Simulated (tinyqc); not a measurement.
A ladder of methods, and size consistency: correlation methods against full CI in the sto-3g basis, for H2O, spin multiplicity 1. Computed by the program tinyqc with PySCF. All electrons correlated; +Q is the Davidson correction (1 - c0^2) E_corr. The last columns treat two copies 100 angstrom apart as one system. FCI is the lowest singlet.

Geometry (angstrom):

| atom | x | y | z |
|---|---|---|---|
| O | 0.0000 | 0.0000 | 0.0000 |
| H | 0.0000 | 0.7430 | 0.6160 |
| H | 0.0000 | -0.7430 | 0.6160 |

RHF energy of one = -74.964551 hartree

Correlation energies (hartree):

| method | E_corr of one | share of FCI (%) | E_corr of two at 100 angstrom | two minus twice one (mhartree) |
|---|---|---|---|---|
| MP2 | -0.03675 | 71.837 | -0.07349 | 0.000 |
| CISD | -0.05040 | 98.531 | -0.09826 | 2.540 |
| CISD+Q | -0.05174 | 101.148 | -0.10308 | 0.395 |
| CCSD | -0.05104 | 99.777 | -0.10207 | 0.000 |
| CCSD(T) | -0.05110 | 99.901 | -0.10220 | 0.000 |
| FCI | -0.05115 | 100.000 | - | - |

What does the comparison show, and why?

MP2 recovers 72 %, CISD 98.5 % and CCSD 99.8 % of the FCI value (c0^2 = 0.973 in CISD). MP2 and coupled cluster are size consistent, so their last column vanishes; CISD loses 2.54 mhartree, since a double excitation on each copy is a quadruple of the pair, and the Davidson correction leaves +0.40.
